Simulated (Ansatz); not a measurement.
**Worked example: vertical ionisation energy of C4H11P (tert-butylphosphine)**

C4H11P: 16 atoms, total charge 0, spin state singlet. SMILES: `CC(C)(C)P`. The coordinates come from a PBE0-D4/def2-TZVP relaxation. This is one conformer, not always the lowest.

Both states at this one shape; open shells run unrestricted unless said. 1 Eh = 27.2114 eV.

| level | program | singlet C4H11P (Eh) | doublet C4H11P+ (Eh) | HOMO of the first (eV) |
| --- | --- | --- | --- | --- |
| revPBE/6-31G* (spherical functions) | Ansatz | -500.245276 | -499.919754 | -5.67 |
| r2SCAN0/6-31G* (spherical functions) | Ansatz | -500.224570 | -499.890510 | -7.06 |
| wB97X/6-31G* (spherical functions) | Ansatz | -500.327181 | -499.988747 | -9.26 |

Question: Work out the vertical ionisation energy at each level.

Answer: 
1. revPBE/6-31G* (spherical functions): -499.919754 − (-500.245276) = 0.325522 Eh = 8.86 eV; −ε(HOMO) = 5.67 eV.
2. r2SCAN0/6-31G* (spherical functions): -499.890510 − (-500.224570) = 0.334060 Eh = 9.09 eV; −ε(HOMO) = 7.06 eV.
3. wB97X/6-31G* (spherical functions): -499.988747 − (-500.327181) = 0.338434 Eh = 9.21 eV; −ε(HOMO) = 9.26 eV.

No measured value is set beside it here; the levels span 8.86 to 9.21 eV. In semi-local functionals −ε(HOMO) lies far under the ionisation energy, a result of self-interaction, while the difference of totals does much better.
